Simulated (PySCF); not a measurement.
Species: sulfur diatomic, S2 (triplet state).
InChI=1S/S2/c1-2

The calculation used PBE0-D3(BJ)/def2-SVP geometry optimisation, gas phase in PySCF.

Take the most abundant isotopes and a rigid rotor. 

Question: What are the moment of inertia and the rotational constant?

Answer: I = 57.957 u·Å², B = 505379 MHz·u·Å²/I = 8720 MHz (0.2909 cm⁻¹, or 0.418 K as hB/k). For two atoms I = μr² with μ = 15.9860 u and r = 1.9041 Å.

Question: List the first levels of a rigid rotor in a Σ state.

Answer: E(J) = BJ(J+1): J = 1: 0.582, J = 2: 1.745, J = 3: 3.490, J = 4: 5.817, J = 5: 8.726, J = 6: 12.216 cm⁻¹. The exchanged nuclei have no spin, so only every second level exists. For this open shell read J as N, the rotation without spin; fine and hyperfine splittings come on top.

Question: Has it a pure rotational spectrum?

Answer: Not by electric dipole: D∞h allows no dipole (computed 0.00 D). Rotational Raman lines (ΔJ = 2) lie at B(4J + 6), spaced by 8B = 2.327 cm⁻¹ as every second level is missing.

Question: Estimate the classical rotational partition function at 10 K, 25 K and 200 K.

Answer: Point group D∞h, symmetry number σ = 2; q = kT/(σhB), k/h = 20836.6 MHz/K: 11.9 at 10 K, 29.9 at 25 K, 239 at 200 K.

Stationary, but not proved a minimum. ⟨S²⟩ = 2.005 (exact for a triplet: 2.00). Constants of a rigid frame at the computed geometry: no zero-point averaging, no centrifugal distortion.
